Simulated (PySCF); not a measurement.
**Cl4: the SCF solver's settings**

Do solver options change the result for Cl4, or only the number of cycles?

Program: PySCF 2.14.0. Level of theory: each script names its method and basis. These are calculated values, not measurements.

1 further run of the same task is left out (it didn't finish). Runs told in other sessions of the task aren't counted.

## Step 1: The starting structure

Cl4: 4 atoms, charge 0, spin multiplicity 1.

Bond lengths: Cl1–Cl2 2.260 Å, Cl1–Cl3 2.261 Å, Cl1–Cl4 2.261 Å. Angles: Cl2–Cl1–Cl3 120.0°, Cl2–Cl1–Cl4 120.0°, Cl3–Cl1–Cl4 120.0°.

Coordinates:

```
Cl    0.0000    0.0000    0.0000
Cl    2.2605    0.0000    0.0000
Cl   -1.1303    1.9577    0.0000
Cl   -1.1302   -1.9577    0.0000
```

## Step 2: Base script

input.py

```python
from pyscf import gto, scf, mp

mol = gto.M(
    atom='Cl 0 0 0; Cl 2.2605 0 0; Cl -1.1303 1.9577 0; Cl -1.1302 -1.9577 0',
    basis='sbkjc',
    ecp={'Cl': 'sbkjc'},
    charge=0,
    spin=0,
    symmetry=True,
    verbose=4,
)
mf = scf.RHF(mol)
mf.kernel()
mp.MP2(mf).kernel()
mf.dip_moment()
print('orbital energies (hartree):', mf.mo_energy[..., max(0, mol.nelec[1]-3):mol.nelec[0]+3].round(4))
```

Launch:

```bash
OMP_NUM_THREADS=1 python input.py
```

Its log is not repeated here.

## Step 3: DIIS space 4

Variant 1 changes DIIS space: default → 4.

Changes to input.py since step 2:

```diff
@@ -12,2 +12,3 @@
 mf = scf.RHF(mol)
+mf.diis_space = 4
 mf.kernel()
```

## Step 4: Initial guess 1e

Variant 2 changes initial guess: minao → 1e.

Changes to input.py since step 2:

```diff
@@ -12,2 +12,3 @@
 mf = scf.RHF(mol)
+mf.init_guess = '1e'
 mf.kernel()
```

## Step 5: Cycle limit 8

Variant 3 changes cycle limit: 50 → 8.

Changes to input.py since step 2:

```diff
@@ -12,2 +12,3 @@
 mf = scf.RHF(mol)
+mf.max_cycle = 8
 mf.kernel()
```

**Question.** What will these runs give? Wanted: for each run, E(SCF); from base; gap; after the SCF.

The runs gave:

```tsv
run	E(SCF) (hartree)	from base (eV)	cycles	gap (eV)	after the SCF
base	-58.436262	0	8	7.18	MP2 correlation -5.558 eV
DIIS space 4	-58.436262	0.0000	9	7.18	MP2 correlation -5.558 eV
initial guess 1e	-58.436262	0.0000	14	7.18	MP2 correlation -5.558 eV
cycle limit 8	-58.436262	0.0000	8	7.18	MP2 correlation -5.558 eV
```

Distance from each run's final energy (log10 hartree) by cycle:

```tsv
run	cycle 1	cycle 2	cycle 3	cycle 5	cycle 8	cycle 12
base	-0.8	-1.5	-3.0	-4.8	-10.3	done
DIIS space 4	-0.8	-1.5	-3.0	-4.8	-9.9	done
initial guess 1e	0.1	0.1	-0.8	-2.8	-5.0	-8.5
cycle limit 8	-0.8	-1.5	-3.0	-4.8	-10.3	done
```

The SCF energy stays the same, to the digits that matter, with DIIS space 4 or initial guess 1e or cycle limit 8. The base needs 8 cycles and the run with initial guess 1e needs 14.
